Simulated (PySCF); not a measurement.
Gas-phase reaction: 3 H₃SiNH₂ + N₂ → 3 HSiNH₂ + 2 NH₃

Computed with PySCF (xtb for GFN2) and rigid-rotor harmonic-oscillator thermochemistry at 1 bar. † marks an energy on the PBE0/def2-TZVP geometry and frequencies; other levels use their own. 6-31G* has spherical d functions here. All species are closed-shell singlets. H₃SiNH₂, HSiNH₂: computed as isolated molecules; such fragments, hydroxides, amides, oligomers or adducts are transient or little studied in the gas.

HF/6-31G* gives ΔH°(298 K) = 471 kJ.

Q: What do GFN2-xTB, PBE0/def2-QZVP†, PBE0/def2-SVP† give?

A: GFN2-xTB: 439 kJ; PBE0/def2-QZVP†: 357 kJ; PBE0/def2-SVP†: 370 kJ. For scale, ΔH°(298 K) is 471 kJ at this level, 373 kJ at ωB97M-V/def2-TZVP†, and runs from 326 to 472 kJ over the 20 levels computed († marks an energy on the PBE0/def2-TZVP geometry).
